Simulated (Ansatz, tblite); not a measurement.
Cost and result up the ladder for Si₂H₃⁻ (5 atoms). The state is a singlet with charge -1. Geometry: PBE0-D4/def2-TZVPD.

```
atom    x (Å)    y (Å)    z (Å)
 Si1   1.2554   0.5477   1.0265
 Si2  -0.2289   0.1077  -0.5182
  H3   0.6313  -0.5588   1.9002
  H4  -1.3413  -0.9120  -0.5601
  H5  -0.3165   0.8154  -1.8484
```

Ansatz on 4 threads of AMD EPYC 7B13 on a shared host; xTB runs through tblite on one thread. Times are rough, summed over both states, and most runs start from the orbitals of an earlier one. ωB97M-V/def2-TZVPD serves as the yardstick here, not as an exact answer. The other state is a triplet at its own geometry.

The xTB rows come from tblite. B3LYP takes the VWN-RPA correlation. Correlated methods freeze 10 core orbitals. The structure comes from a short search, and lower isomers may exist.

Run but left out: HF/STO-3G (singlet: restricted singlet, unstable in another Hartree–Fock run and untested here); HF/def2-TZVPD, HF/def2-TZVPPD (singlet: restricted singlet, unstable towards broken spin symmetry).

Correlated methods converge slowly with the basis.

xTB has no spin-polarisation term.

| level | functions | wall time |
| --- | --- | --- |
| GFN2-xTB | 21 | 0.008 s |
| GFN1-xTB | 24 | 0.012 s |
| MP2/def2-TZVPD | 113 | 1.1 s |
| PBE-D4/def2-TZVPD (with forces) | 113 | 1.4 s |
| BLYP-D4/def2-TZVPD | 113 | 1.4 s |
| B3LYP-D4/def2-TZVPD | 113 | 1.6 s |
| BHLYP-D4/def2-TZVPD | 113 | 1.6 s |
| RPA@PBE/def2-TZVPD | 113 | 1.7 s |
| PBE0-D4/def2-TZVPD | 113 | 1.9 s |
| r2SCAN-D4/def2-TZVPD | 113 | 2.6 s |
| r2SCANh-D4/def2-TZVPD | 113 | 2.8 s |
| ωB97M-V/def2-TZVPD | 113 | 4.5 s |
| CCSD(T)/def2-TZVPPD | 147 | 13 s |

**Question.** Estimate what each level gives for the triplet − singlet (eV).

**Answer.** 
```json
{"level": "GFN2-xTB", "triplet − singlet (eV)": "1.05", "difference from ωB97M-V/def2-TZVPD (eV)": "0.04", "remarks": "–"}
{"level": "GFN1-xTB", "triplet − singlet (eV)": "1.28", "difference from ωB97M-V/def2-TZVPD (eV)": "0.27", "remarks": "–"}
{"level": "MP2/def2-TZVPD", "triplet − singlet (eV)": "1.05", "difference from ωB97M-V/def2-TZVPD (eV)": "0.03", "remarks": "restricted SCF unstable (singlet)"}
{"level": "PBE-D4/def2-TZVPD (with forces)", "triplet − singlet (eV)": "0.86", "difference from ωB97M-V/def2-TZVPD (eV)": "-0.15", "remarks": "HOMO above zero (singlet), HOMO above zero (triplet)"}
{"level": "BLYP-D4/def2-TZVPD", "triplet − singlet (eV)": "0.90", "difference from ωB97M-V/def2-TZVPD (eV)": "-0.12", "remarks": "HOMO above zero (singlet), HOMO above zero (triplet)"}
{"level": "B3LYP-D4/def2-TZVPD", "triplet − singlet (eV)": "0.87", "difference from ωB97M-V/def2-TZVPD (eV)": "-0.14", "remarks": "HOMO above zero (triplet)"}
{"level": "BHLYP-D4/def2-TZVPD", "triplet − singlet (eV)": "0.78", "difference from ωB97M-V/def2-TZVPD (eV)": "-0.23", "remarks": "–"}
{"level": "RPA@PBE/def2-TZVPD", "triplet − singlet (eV)": "0.93", "difference from ωB97M-V/def2-TZVPD (eV)": "-0.08", "remarks": "–"}
{"level": "PBE0-D4/def2-TZVPD", "triplet − singlet (eV)": "0.80", "difference from ωB97M-V/def2-TZVPD (eV)": "-0.21", "remarks": "–"}
{"level": "r2SCAN-D4/def2-TZVPD", "triplet − singlet (eV)": "0.74", "difference from ωB97M-V/def2-TZVPD (eV)": "-0.27", "remarks": "HOMO above zero (singlet), HOMO above zero (triplet)"}
{"level": "r2SCANh-D4/def2-TZVPD", "triplet − singlet (eV)": "0.72", "difference from ωB97M-V/def2-TZVPD (eV)": "-0.29", "remarks": "HOMO above zero (triplet)"}
{"level": "ωB97M-V/def2-TZVPD", "triplet − singlet (eV)": "1.01", "difference from ωB97M-V/def2-TZVPD (eV)": "0.00", "remarks": "–"}
{"level": "CCSD(T)/def2-TZVPPD", "triplet − singlet (eV)": "0.99", "difference from ωB97M-V/def2-TZVPD (eV)": "-0.03", "remarks": "restricted SCF unstable (singlet)"}
```
